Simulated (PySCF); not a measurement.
2-propyne-1-thiol, C₃H₄S.
SMILES: `C#CCS`

Torsions of this conformer, `[CH:1]#[C:2][CH2:3][SH:4]`: H–S4–C3–C2 -179°.

The closed-shell ground state was solved at several levels (PySCF, density fitting, gas phase, non-relativistic). The structure is a single PBE0-D3(BJ)/def2-SVP conformer in the gas phase; no vibrational or solvent corrections.

| level | basis functions | HOMO (eV) | LUMO (eV) | gap (eV) | dipole (D) |
| --- | --- | --- | --- | --- | --- |
| B3LYP/def2-SVPD | 119 | -6.85 | -0.36 | 6.49 | 1.50 |
| wB97X-D/pcSseg-2 | 207 | -8.97 | 1.66 | 10.63 | 1.62 |

(1) Estimate the row for PBE0/pcSseg-1, a basis of 95 functions; the other rows only guide the guess.

(2) Over all these levels, which gives the widest orbital gap and which the narrowest?

(3) How far do the dipole and the HOMO energy spread over the levels?

## Answers

(1) HOMO -7.03 eV, LUMO 0.20 eV, gap 7.23 eV, dipole 1.67 D.

(2) wB97X-D/pcSseg-2 (range-separated hybrid) has the widest, 10.63 eV, and B3LYP/def2-SVPD (global hybrid, 20 % exact exchange) the narrowest, 6.49 eV. Functional and basis both differ between the two, so the spread mixes both effects.

(3) The dipole runs from 1.50 to 1.67 D (mean 1.60 D) and the HOMO from -8.97 to -6.85 eV.
